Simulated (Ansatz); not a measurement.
```yaml
crystal:
  periodic: [false, false, false]
  atoms:
    - {symbol: Al, position_ang: [0.000000, 0.000000, -2.133280]}
    - {symbol: Al, position_ang: [0.000000, 0.000000, 0.217397]}
    - {symbol: C, position_ang: [0.000000, 0.000000, 1.915883]}
basis:
  gaussian: {orbitals: def2-TZVP}
hamiltonian: {xc: pbe0}
relax: {f_tol: 0.004, max_steps: 80}
```

```sh
$ ansatz run in.yaml --threads 1 --pin off --events-out ev --progress --plain --max-ram 2176MiB
```

Steps of the relaxation (energy above the last step; positions in Å, forces in eV/Å):

```
3
step 1, 930.6 meV
Al    0.000    0.000   -2.133   -0.036   -0.002   -1.825
Al    0.000    0.000    0.217    0.086    0.006   -0.849
C     0.000    0.000    1.916   -0.050   -0.003    2.674
```

```
3
step 2, 553.3 meV
Al   -0.015   -0.001   -2.257   -0.100   -0.007   -1.095
Al    0.037    0.003    0.258    0.320    0.022   -2.108
C    -0.022   -0.001    1.999   -0.220   -0.015    3.203
```

```
3
step 3, 29.3 meV
Al   -0.046   -0.003   -2.450   -0.009   -0.001   -0.212
Al    0.114    0.008    0.283    0.093    0.006   -0.708
C    -0.069   -0.005    2.167   -0.084   -0.006    0.920
```

```
3
step 5, 0.8 meV
Al   -0.042   -0.003   -2.501    0.004    0.000   -0.006
Al    0.107    0.007    0.282   -0.008   -0.001   -0.011
C    -0.064   -0.004    2.219    0.004    0.000    0.016
```

```
3
step 10, 0.0 meV
Al    0.001    0.000   -2.508    0.000    0.000    0.000
Al    0.002    0.000    0.282    0.000    0.000    0.000
C    -0.003    0.000    2.227    0.000    0.000    0.000
```

Close pairs at the end: Al2–C3 1.945 Å, Al1–Al2 2.790 Å.

A stationary point of restricted PBE0 after 10 steps (its stability towards spin polarisation wasn't tested); no frequencies were run, so it isn't proven a minimum. 68 s on 1 thread of Intel Xeon 6975P-C, shared host.
